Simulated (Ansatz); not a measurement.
# Al₂H₂ (singlet): r2SCAN0, CAM-B3LYP over a scan of the distance Al1–H3, 6-31G

How well do these functionals follow the top wave-function level for Al₂H₂ (singlet) over a scan of the distance Al1–H3?

Program: Ansatz 0.2.0, Gaussian basis. Level of theory: 6-31G, all electrons in the functionals. These are calculated values, not measurements.

Plan: r2SCAN0, CAM-B3LYP, at 1.292 Å; 1.494 Å; 1.622 Å; 1.747 Å; 1.962 Å; 2.206 Å; 2.603 Å; 3.065 Å; 3.533 Å; 4.462 Å; 5.386 Å.

20 further runs of the same task are left out: 13 that didn't finish, 7 set aside as unsound or not needed.

**1. The system**

The geometry derives from a PBE0/def2-TZVP stationary point (not a proven minimum). One bond is set to the value named and the two fragments are kept rigid.

4 atoms, charge 0, spin multiplicity 1.

Atoms are counted from 1 here; the program's logs count them from 0.

Bond lengths: Al1–Al2 2.635 Å, Al1–H3 1.622 Å, Al2–H4 1.622 Å. Angles: Al2–Al1–H3 120.2°, Al1–Al2–H4 120.2°.

No dispersion term is added.

The geometry shown and the zero of energy belong to the point 1.622 Å. The yardstick, FCI, and other wave-function levels (R restricted, U unrestricted, valence and pair active spaces) come from earlier runs.

**2. r2SCAN0, 1.292 Å**

File in.yaml:

```yaml
crystal:
  periodic: [false, false, false]
  atoms:
    - {symbol: Al, position_ang: [0.000000, -0.148747, 1.311961]}
    - {symbol: Al, position_ang: [0.000000, 0.158261, -1.304817]}
    - {symbol: H, position_ang: [0.000000, 0.884442, 2.087709]}
    - {symbol: H, position_ang: [0.000000, -1.139141, -2.278944]}
basis:
  gaussian: {orbitals: 6-31G}
magnetization: {spin_polarized: true, initial_magnetization: 0}
hamiltonian: {xc: {name: r2SCAN0}}
```

Launch:

```sh
$ ansatz run in.yaml --threads 1 --pin off --events-out ev --progress --plain --max-ram 2393MiB
```

The program printed:

```text
Functional definition: r2SCAN0
  name "r2SCAN0"
  cite "Bursch, Neugebauer, Ehlert & Grimme, J. Chem. Phys. 156, 134105 (2022) doi:10.1063/5.0086040"
  cite "Furness, Kaplan, Ning, Perdew & Sun, J. Phys. Chem. Lett. 11, 8208 (2020) doi:10.1021/acs.jpclett.0c02405"
  cite "Furness, Kaplan, Ning, Perdew & Sun, J. Phys. Chem. Lett. 11, 9248 (2020) doi:10.1021/acs.jpclett.0c03077"
  parent r2scan
  parameter a = 0.25
  parameter k0 = 0.174
  parameter k1 = 0.065
  parameter a1 = 4.9479
  exchange = (1 - a)*r2scan_x(k0 = k0, k1 = k1, a1 = a1) + a*exact_x
  correlation = r2scan_c
340 factors; integrals over basis functions are off by at most 1.5e-4 eV
mean field evaluation 1: about -13219.2397 eV, gradient 5.8e0 eV
mean field evaluation 2: about -13219.5123 eV, gradient 2.0e0 eV
mean field evaluation 4: about -13219.5481 eV, gradient 6.5e-1 eV
mean field evaluation 8: about -13219.5768 eV, gradient 6.8e-2 eV
mean field evaluation 16: about -13219.5769 eV, gradient 9.5e-6 eV
mean field evaluation 32: about -13219.6339 eV, gradient 3.6e-5 eV
mean field evaluation 64: about -13218.4863 eV, gradient 4.2e0 eV
mean field -13219.63393903 eV, -485.8125866698 hartree, gradient 3.8e-6 eV, S^2 0.403321; 6 other end points of the search recorded, 0 dependent functions left out
reference -13219.63395290 eV, -485.8125871795 hartree; 14, 14 occupied and 16, 16 virtual orbitals, 340 factors
Total energy: -13219.63395290 eV, -485.8125871795 hartree
```

Wall time 9.5 s (1 thread of Arm Neoverse V1, shared host).

From the report: ⟨S²⟩ of the determinant 0.403 (pure singlet: 0.00).

**3. r2SCAN0, 1.494 Å**

File in.yaml:

```yaml
crystal:
  periodic: [false, false, false]
  atoms:
    - {symbol: Al, position_ang: [0.000000, -0.151655, 1.309777]}
    - {symbol: Al, position_ang: [0.000000, 0.155353, -1.307001]}
    - {symbol: H, position_ang: [0.000000, 1.043069, 2.206811]}
    - {symbol: H, position_ang: [0.000000, -1.142049, -2.281128]}
basis:
  gaussian: {orbitals: 6-31G}
magnetization: {spin_polarized: true, initial_magnetization: 0}
hamiltonian: {xc: {name: r2SCAN0}}
```

Same command.

The program printed (excerpt; [...] marks lines left out):

```text
Functional definition: r2SCAN0
  name "r2SCAN0"
  cite "Bursch, Neugebauer, Ehlert & Grimme, J. Chem. Phys. 156, 134105 (2022) doi:10.1063/5.0086040"
  cite "Furness, Kaplan, Ning, Perdew & Sun, J. Phys. Chem. Lett. 11, 8208 (2020) doi:10.1021/acs.jpclett.0c02405"
  cite "Furness, Kaplan, Ning, Perdew & Sun, J. Phys. Chem. Lett. 11, 9248 (2020) doi:10.1021/acs.jpclett.0c03077"
  parent r2scan
[...]
340 factors; integrals over basis functions are off by at most 1.5e-4 eV
[...]
mean field -13220.58959177 eV, -485.8477062600 hartree, gradient 5.5e-6 eV, S^2 0.361777; 5 other end points of the search recorded, 0 dependent functions left out
reference -13220.58960552 eV, -485.8477067653 hartree; 14, 14 occupied and 16, 16 virtual orbitals, 340 factors
Total energy: -13220.58960552 eV, -485.8477067653 hartree
```

It took 9.5 s on 1 thread of Arm Neoverse V1, shared host.

From the report: ⟨S²⟩ of the determinant 0.362 (pure singlet: 0.00).

**4. r2SCAN0, 1.622 Å**

File in.yaml:

```yaml
crystal:
  periodic: [false, false, false]
  atoms:
    - {symbol: Al, position_ang: [0.000000, -0.153504, 1.308389]}
    - {symbol: Al, position_ang: [0.000000, 0.153504, -1.308389]}
    - {symbol: H, position_ang: [0.000000, 1.143898, 2.282516]}
    - {symbol: H, position_ang: [0.000000, -1.143898, -2.282516]}
basis:
  gaussian: {orbitals: 6-31G}
magnetization: {spin_polarized: true, initial_magnetization: 0}
hamiltonian: {xc: {name: r2SCAN0}}
```

The command is unchanged.

The program printed (excerpt; [...] marks lines left out):

```text
Functional definition: r2SCAN0
  name "r2SCAN0"
  cite "Bursch, Neugebauer, Ehlert & Grimme, J. Chem. Phys. 156, 134105 (2022) doi:10.1063/5.0086040"
  cite "Furness, Kaplan, Ning, Perdew & Sun, J. Phys. Chem. Lett. 11, 8208 (2020) doi:10.1021/acs.jpclett.0c02405"
  cite "Furness, Kaplan, Ning, Perdew & Sun, J. Phys. Chem. Lett. 11, 9248 (2020) doi:10.1021/acs.jpclett.0c03077"
  parent r2scan
[...]
340 factors; integrals over basis functions are off by at most 1.5e-4 eV
[...]
mean field -13220.73177534 eV, -485.8529314098 hartree, gradient 9.7e-6 eV, S^2 0.335582; 7 other end points of the search recorded, 0 dependent functions left out
reference -13220.73178903 eV, -485.8529319130 hartree; 14, 14 occupied and 16, 16 virtual orbitals, 340 factors
Total energy: -13220.73178903 eV, -485.8529319130 hartree
```

Wall time 11 s (1 thread of Arm Neoverse V1, shared host).

From the report: ⟨S²⟩ of the determinant 0.336 (pure singlet: 0.00).

**5. r2SCAN0, 1.747 Å**

File in.yaml:

```yaml
crystal:
  periodic: [false, false, false]
  atoms:
    - {symbol: Al, position_ang: [0.000000, -0.155298, 1.307042]}
    - {symbol: Al, position_ang: [0.000000, 0.151710, -1.309736]}
    - {symbol: H, position_ang: [0.000000, 1.241746, 2.355983]}
    - {symbol: H, position_ang: [0.000000, -1.145692, -2.283863]}
basis:
  gaussian: {orbitals: 6-31G}
magnetization: {spin_polarized: true, initial_magnetization: 0}
hamiltonian: {xc: {name: r2SCAN0}}
```

Same command.

The program printed (excerpt; [...] marks lines left out):

```text
Functional definition: r2SCAN0
  name "r2SCAN0"
  cite "Bursch, Neugebauer, Ehlert & Grimme, J. Chem. Phys. 156, 134105 (2022) doi:10.1063/5.0086040"
  cite "Furness, Kaplan, Ning, Perdew & Sun, J. Phys. Chem. Lett. 11, 8208 (2020) doi:10.1021/acs.jpclett.0c02405"
  cite "Furness, Kaplan, Ning, Perdew & Sun, J. Phys. Chem. Lett. 11, 9248 (2020) doi:10.1021/acs.jpclett.0c03077"
  parent r2scan
[...]
340 factors; integrals over basis functions are off by at most 1.5e-4 eV
[...]
mean field -13220.67799277 eV, -485.8509549368 hartree, gradient 9.2e-6 eV, S^2 0.311146; 5 other end points of the search recorded, 0 dependent functions left out
reference -13220.67800644 eV, -485.8509554394 hartree; 14, 14 occupied and 16, 16 virtual orbitals, 340 factors
Total energy: -13220.67800644 eV, -485.8509554394 hartree
```

Run time: 10 s. Hardware: 1 thread of Arm Neoverse V1, shared host.

From the report: ⟨S²⟩ of the determinant 0.311 (pure singlet: 0.00).

From 1.622 Å: +5.2 kJ/mol.

**6. r2SCAN0, 1.962 Å**

File in.yaml:

```yaml
crystal:
  periodic: [false, false, false]
  atoms:
    - {symbol: Al, position_ang: [0.000000, -0.158394, 1.304718]}
    - {symbol: Al, position_ang: [0.000000, 0.148614, -1.312060]}
    - {symbol: H, position_ang: [0.000000, 1.410582, 2.482750]}
    - {symbol: H, position_ang: [0.000000, -1.148788, -2.286187]}
basis:
  gaussian: {orbitals: 6-31G}
magnetization: {spin_polarized: true, initial_magnetization: 0}
hamiltonian: {xc: {name: r2SCAN0}}
```

Launched as before.

The program printed (excerpt; [...] marks lines left out):

```text
Functional definition: r2SCAN0
  name "r2SCAN0"
  cite "Bursch, Neugebauer, Ehlert & Grimme, J. Chem. Phys. 156, 134105 (2022) doi:10.1063/5.0086040"
  cite "Furness, Kaplan, Ning, Perdew & Sun, J. Phys. Chem. Lett. 11, 8208 (2020) doi:10.1021/acs.jpclett.0c02405"
  cite "Furness, Kaplan, Ning, Perdew & Sun, J. Phys. Chem. Lett. 11, 9248 (2020) doi:10.1021/acs.jpclett.0c03077"
  parent r2scan
[...]
340 factors; integrals over basis functions are off by at most 1.5e-4 eV
[...]
mean field -13220.34583783 eV, -485.8387484679 hartree, gradient 5.5e-6 eV, S^2 0.274181; 5 other end points of the search recorded, 0 dependent functions left out
reference -13220.34585146 eV, -485.8387489688 hartree; 14, 14 occupied and 16, 16 virtual orbitals, 340 factors
Total energy: -13220.34585146 eV, -485.8387489688 hartree
```

It took 9.5 s on 1 thread of Arm Neoverse V1, shared host.

From the report: ⟨S²⟩ of the determinant 0.274 (pure singlet: 0.00).

From 1.622 Å: +37.2 kJ/mol.

**7. r2SCAN0, 2.206 Å**

File in.yaml:

```yaml
crystal:
  periodic: [false, false, false]
  atoms:
    - {symbol: Al, position_ang: [0.000000, -0.161907, 1.302080]}
    - {symbol: Al, position_ang: [0.000000, 0.145101, -1.314698]}
    - {symbol: H, position_ang: [0.000000, 1.602191, 2.626615]}
    - {symbol: H, position_ang: [0.000000, -1.152301, -2.288825]}
basis:
  gaussian: {orbitals: 6-31G}
magnetization: {spin_polarized: true, initial_magnetization: 0}
hamiltonian: {xc: {name: r2SCAN0}}
```

Launched as before.

The program printed (excerpt; [...] marks lines left out):

```text
Functional definition: r2SCAN0
  name "r2SCAN0"
  cite "Bursch, Neugebauer, Ehlert & Grimme, J. Chem. Phys. 156, 134105 (2022) doi:10.1063/5.0086040"
  cite "Furness, Kaplan, Ning, Perdew & Sun, J. Phys. Chem. Lett. 11, 8208 (2020) doi:10.1021/acs.jpclett.0c02405"
  cite "Furness, Kaplan, Ning, Perdew & Sun, J. Phys. Chem. Lett. 11, 9248 (2020) doi:10.1021/acs.jpclett.0c03077"
  parent r2scan
[...]
340 factors; integrals over basis functions are off by at most 1.5e-4 eV
[...]
mean field -13219.81850455 eV, -485.8193693273 hartree, gradient 6.9e-6 eV, S^2 0.252980; 7 other end points of the search recorded, 0 dependent functions left out
reference -13219.81851813 eV, -485.8193698265 hartree; 14, 14 occupied and 16, 16 virtual orbitals, 340 factors
Total energy: -13219.81851813 eV, -485.8193698265 hartree
```

Run time: 9 s. Hardware: 1 thread of Arm Neoverse V1, shared host.

From the report: ⟨S²⟩ of the determinant 0.253 (pure singlet: 0.00).

From 1.622 Å: +88.1 kJ/mol.

**8. r2SCAN0, 2.603 Å**

File in.yaml:

```yaml
crystal:
  periodic: [false, false, false]
  atoms:
    - {symbol: Al, position_ang: [0.000000, -0.167624, 1.297788]}
    - {symbol: Al, position_ang: [0.000000, 0.139384, -1.318990]}
    - {symbol: H, position_ang: [0.000000, 1.913948, 2.860692]}
    - {symbol: H, position_ang: [0.000000, -1.158018, -2.293117]}
basis:
  gaussian: {orbitals: 6-31G}
magnetization: {spin_polarized: true, initial_magnetization: 0}
hamiltonian: {xc: {name: r2SCAN0}}
```

Same command.

The program printed (excerpt; [...] marks lines left out):

```text
Functional definition: r2SCAN0
  name "r2SCAN0"
  cite "Bursch, Neugebauer, Ehlert & Grimme, J. Chem. Phys. 156, 134105 (2022) doi:10.1063/5.0086040"
  cite "Furness, Kaplan, Ning, Perdew & Sun, J. Phys. Chem. Lett. 11, 8208 (2020) doi:10.1021/acs.jpclett.0c02405"
  cite "Furness, Kaplan, Ning, Perdew & Sun, J. Phys. Chem. Lett. 11, 9248 (2020) doi:10.1021/acs.jpclett.0c03077"
  parent r2scan
[...]
340 factors; integrals over basis functions are off by at most 1.7e-4 eV
[...]
mean field -13219.00120086 eV, -485.7893339709 hartree, gradient 9.8e-6 eV, S^2 0.551293; 8 other end points of the search recorded, 0 dependent functions left out
reference -13219.00121466 eV, -485.7893344780 hartree; 14, 14 occupied and 16, 16 virtual orbitals, 340 factors
Total energy: -13219.00121466 eV, -485.7893344780 hartree
```

Wall time 12 s (1 thread of Arm Neoverse V1, shared host).

From the report: ⟨S²⟩ of the determinant 0.551 (pure singlet: 0.00). The determinant is far from a pure spin state, so its energy mixes those of several spin states (harmless only where they are near-degenerate, as at dissociation).

From 1.622 Å: +167.0 kJ/mol.

**9. r2SCAN0, 3.065 Å**

File in.yaml:

```yaml
crystal:
  periodic: [false, false, false]
  atoms:
    - {symbol: Al, position_ang: [0.000000, -0.174276, 1.292793]}
    - {symbol: Al, position_ang: [0.000000, 0.132732, -1.323985]}
    - {symbol: H, position_ang: [0.000000, 2.276749, 3.133093]}
    - {symbol: H, position_ang: [0.000000, -1.164670, -2.298112]}
basis:
  gaussian: {orbitals: 6-31G}
magnetization: {spin_polarized: true, initial_magnetization: 0}
hamiltonian: {xc: {name: r2SCAN0}}
```

Same command.

The program printed (excerpt; [...] marks lines left out):

```text
Functional definition: r2SCAN0
  name "r2SCAN0"
  cite "Bursch, Neugebauer, Ehlert & Grimme, J. Chem. Phys. 156, 134105 (2022) doi:10.1063/5.0086040"
  cite "Furness, Kaplan, Ning, Perdew & Sun, J. Phys. Chem. Lett. 11, 8208 (2020) doi:10.1021/acs.jpclett.0c02405"
  cite "Furness, Kaplan, Ning, Perdew & Sun, J. Phys. Chem. Lett. 11, 9248 (2020) doi:10.1021/acs.jpclett.0c03077"
  parent r2scan
[...]
340 factors; integrals over basis functions are off by at most 2.0e-4 eV
[...]
mean field -13218.49856438 eV, -485.7708624209 hartree, gradient 1.3e-5 eV, S^2 0.858003; 9 other end points of the search recorded, 0 dependent functions left out
reference -13218.49857832 eV, -485.7708629332 hartree; 14, 14 occupied and 16, 16 virtual orbitals, 340 factors
Total energy: -13218.49857832 eV, -485.7708629332 hartree
```

It took 12 s on 1 thread of Arm Neoverse V1, shared host.

From the report: ⟨S²⟩ of the determinant 0.858 (pure singlet: 0.00). The determinant is far from a pure spin state, so its energy mixes those of several spin states (harmless only where they are near-degenerate, as at dissociation).

From 1.622 Å: +215.5 kJ/mol.

**10. r2SCAN0, 3.533 Å**

File in.yaml:

```yaml
crystal:
  periodic: [false, false, false]
  atoms:
    - {symbol: Al, position_ang: [0.000000, -0.181014, 1.287733]}
    - {symbol: Al, position_ang: [0.000000, 0.125994, -1.329045]}
    - {symbol: H, position_ang: [0.000000, 2.644261, 3.409032]}
    - {symbol: H, position_ang: [0.000000, -1.171408, -2.303172]}
basis:
  gaussian: {orbitals: 6-31G}
magnetization: {spin_polarized: true, initial_magnetization: 0}
hamiltonian: {xc: {name: r2SCAN0}}
```

Launched as before.

The program printed (excerpt; [...] marks lines left out):

```text
Functional definition: r2SCAN0
  name "r2SCAN0"
  cite "Bursch, Neugebauer, Ehlert & Grimme, J. Chem. Phys. 156, 134105 (2022) doi:10.1063/5.0086040"
  cite "Furness, Kaplan, Ning, Perdew & Sun, J. Phys. Chem. Lett. 11, 8208 (2020) doi:10.1021/acs.jpclett.0c02405"
  cite "Furness, Kaplan, Ning, Perdew & Sun, J. Phys. Chem. Lett. 11, 9248 (2020) doi:10.1021/acs.jpclett.0c03077"
  parent r2scan
[...]
341 factors; integrals over basis functions are off by at most 2.0e-4 eV
[...]
mean field -13218.25214232 eV, -485.7618065770 hartree, gradient 6.5e-6 eV, S^2 0.977807; 11 other end points of the search recorded, 0 dependent functions left out
reference -13218.25215656 eV, -485.7618071003 hartree; 14, 14 occupied and 16, 16 virtual orbitals, 341 factors
Total energy: -13218.25215656 eV, -485.7618071003 hartree
```

Wall time 14 s (1 thread of Arm Neoverse V1, shared host).

From the report: ⟨S²⟩ of the determinant 0.978 (pure singlet: 0.00). The determinant is far from a pure spin state, so its energy mixes those of several spin states (harmless only where they are near-degenerate, as at dissociation).

From 1.622 Å: +239.2 kJ/mol.

**11. r2SCAN0, 4.462 Å**

File in.yaml:

```yaml
crystal:
  periodic: [false, false, false]
  atoms:
    - {symbol: Al, position_ang: [0.000000, -0.194391, 1.277690]}
    - {symbol: Al, position_ang: [0.000000, 0.112617, -1.339088]}
    - {symbol: H, position_ang: [0.000000, 3.373789, 3.956783]}
    - {symbol: H, position_ang: [0.000000, -1.184785, -2.313215]}
basis:
  gaussian: {orbitals: 6-31G}
magnetization: {spin_polarized: true, initial_magnetization: 0}
hamiltonian: {xc: {name: r2SCAN0}}
```

Same command.

The program printed (excerpt; [...] marks lines left out):

```text
Functional definition: r2SCAN0
  name "r2SCAN0"
  cite "Bursch, Neugebauer, Ehlert & Grimme, J. Chem. Phys. 156, 134105 (2022) doi:10.1063/5.0086040"
  cite "Furness, Kaplan, Ning, Perdew & Sun, J. Phys. Chem. Lett. 11, 8208 (2020) doi:10.1021/acs.jpclett.0c02405"
  cite "Furness, Kaplan, Ning, Perdew & Sun, J. Phys. Chem. Lett. 11, 9248 (2020) doi:10.1021/acs.jpclett.0c03077"
  parent r2scan
[...]
341 factors; integrals over basis functions are off by at most 1.5e-4 eV
[...]
mean field -13218.07876421 eV, -485.7554350490 hartree, gradient 4.5e-6 eV, S^2 1.068937; 13 other end points of the search recorded, 0 dependent functions left out
reference -13218.07877815 eV, -485.7554355615 hartree; 14, 14 occupied and 16, 16 virtual orbitals, 341 factors
Total energy: -13218.07877815 eV, -485.7554355615 hartree
```

Run time: 28 s. Hardware: 1 thread of Arm Neoverse V1, shared host.

From the report: ⟨S²⟩ of the determinant 1.069 (pure singlet: 0.00). The determinant is far from a pure spin state, so its energy mixes those of several spin states (harmless only where they are near-degenerate, as at dissociation).

From 1.622 Å: +256.0 kJ/mol.

**12. r2SCAN0, 5.386 Å**

File in.yaml:

```yaml
crystal:
  periodic: [false, false, false]
  atoms:
    - {symbol: Al, position_ang: [0.000000, -0.207695, 1.267700]}
    - {symbol: Al, position_ang: [0.000000, 0.099313, -1.349078]}
    - {symbol: H, position_ang: [0.000000, 4.099390, 4.501585]}
    - {symbol: H, position_ang: [0.000000, -1.198089, -2.323205]}
basis:
  gaussian: {orbitals: 6-31G}
magnetization: {spin_polarized: true, initial_magnetization: 0}
hamiltonian: {xc: {name: r2SCAN0}}
```

The command is unchanged.

The program printed (excerpt; [...] marks lines left out):

```text
Functional definition: r2SCAN0
  name "r2SCAN0"
  cite "Bursch, Neugebauer, Ehlert & Grimme, J. Chem. Phys. 156, 134105 (2022) doi:10.1063/5.0086040"
  cite "Furness, Kaplan, Ning, Perdew & Sun, J. Phys. Chem. Lett. 11, 8208 (2020) doi:10.1021/acs.jpclett.0c02405"
  cite "Furness, Kaplan, Ning, Perdew & Sun, J. Phys. Chem. Lett. 11, 9248 (2020) doi:10.1021/acs.jpclett.0c03077"
  parent r2scan
[...]
340 factors; integrals over basis functions are off by at most 1.8e-4 eV
[...]
mean field -13218.04827447 eV, -485.7543145718 hartree, gradient 7.7e-6 eV, S^2 1.084778; 12 other end points of the search recorded, 0 dependent functions left out
reference -13218.04828904 eV, -485.7543151074 hartree; 14, 14 occupied and 16, 16 virtual orbitals, 340 factors
Total energy: -13218.04828904 eV, -485.7543151074 hartree
```

Run time: 20 s. Hardware: 1 thread of Arm Neoverse V1, shared host.

From the report: ⟨S²⟩ of the determinant 1.085 (pure singlet: 0.00). The determinant is far from a pure spin state, so its energy mixes those of several spin states (harmless only where they are near-degenerate, as at dissociation).

From 1.622 Å: +258.9 kJ/mol.

**13. CAM-B3LYP, 1.292 Å**

File in.yaml:

```yaml
crystal:
  periodic: [false, false, false]
  atoms:
    - {symbol: Al, position_ang: [0.000000, -0.148747, 1.311961]}
    - {symbol: Al, position_ang: [0.000000, 0.158261, -1.304817]}
    - {symbol: H, position_ang: [0.000000, 0.884442, 2.087709]}
    - {symbol: H, position_ang: [0.000000, -1.139141, -2.278944]}
basis:
  gaussian: {orbitals: 6-31G}
magnetization: {spin_polarized: true, initial_magnetization: 0}
hamiltonian: {xc: {name: CAM-B3LYP}}
```

Launched as before.

The program printed (excerpt; [...] marks lines left out):

```text
Functional definition: CAM-B3LYP
  name "CAM-B3LYP"
  cite "Yanai, Tew & Handy, Chem. Phys. Lett. 393, 51 (2004) doi:10.1016/j.cplett.2004.06.011"
  cite "Iikura, Tsuneda, Yanai & Hirao, J. Chem. Phys. 115, 3540 (2001) doi:10.1063/1.1383587"
  cite "Becke, Phys. Rev. A 38, 3098 (1988) doi:10.1103/PhysRevA.38.3098"
  cite "Lee, Yang & Parr, Phys. Rev. B 37, 785 (1988) doi:10.1103/PhysRevB.37.785"
  cite "Vosko, Wilk & Nusair, Can. J. Phys. 58, 1200 (1980) doi:10.1139/p80-159"
[...]
  # Exact exchange under (alpha + beta erf(omega r))/r, Becke's under what is left of 1/r.
[...]
340 factors; integrals over basis functions are off by at most 1.5e-4 eV
176 factors; integrals over basis functions are off by at most 7.6e-6 eV
[...]
mean field -13221.44298268 eV, -485.8790677975 hartree, gradient 1.6e-5 eV, S^2 0.217865; 4 other end points of the search recorded, 0 dependent functions left out
reference -13221.44309346 eV, -485.8790718685 hartree; 14, 14 occupied and 16, 16 virtual orbitals, 340 factors
Total energy: -13221.44309346 eV, -485.8790718685 hartree
```

Run time: 3.5 s. Hardware: 1 thread of Arm Neoverse V1, shared host.

From the report: ⟨S²⟩ of the determinant 0.218 (pure singlet: 0.00).

(Part 1 of 2 ends here.)
